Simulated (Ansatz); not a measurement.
## Pulling the pair apart

The pair of HCl (SMILES Cl, atoms 1–2) and CH$_{2}$O (SMILES C=O, atoms 3–6), both closed shells, in one local arrangement (a lower one may exist), relaxed at PBE0-D4/def2-TZVP:

Cl1  (0.355, 0.029, -2.515)
H2  (-0.377, -0.055, -1.438)
C3  (0.016, 0.008, 0.995)
O4  (-0.944, -0.114, 0.284)
H5  (-0.083, 0.002, 2.095)
H6  (1.033, 0.130, 0.580)
(Å)

CH$_{2}$O is shifted rigidly along the line between the mean atom positions of the two fragments (negative: closer). Counterpoise interaction energies in kJ/mol. Program: Ansatz 0.2.0. Basis: def2-TZVPPD. Cores are frozen in the correlated methods.

```tsv
shift (Å)	r2SCAN-D4	MP2	HF
-0.31	-19.4	-11.5	7.6
-0.15	-25.9	-20.0	-5.3
0.00	-27.1	-22.8	-11.9
0.15	-25.7	-22.6	-14.6
0.37	-21.9	-20.1	-15.1
0.77	-14.7	-14.2	-12.2
1.54	-6.7	-6.8	-6.6
3.09	-2.0	-2.0	-2.3
```

(1) What does CCSD(T) give at these shifts? (To be estimated.)

No T1 diagnostic of these runs exceeds 0.014.

Results:

(1) By the calculation: -6.1, -16.1, -20.0, -20.6, -18.9, -13.7, -6.6, -2.0 kJ/mol. For zero shift, CCSD(T) at an estimated basis limit (MP2 extrapolated from triple and quadruple zeta, plus CCSD(T) − MP2 in triple zeta) gives -23.2 kJ/mol. These are counterpoise interaction energies, counted from the two frozen fragments.

For scale, one of the runs: CCSD(T)/def2-TZVPPD, 179 basis functions, launched by `ansatz run in.yaml --threads 2 --pin off --events-out ev --progress --plain --max-ram 5222MiB`. Time: 29 s of wall clock on 2 CPU threads of an Arm Neoverse V2; the host was shared. Peak host memory: 1.7 GiB.
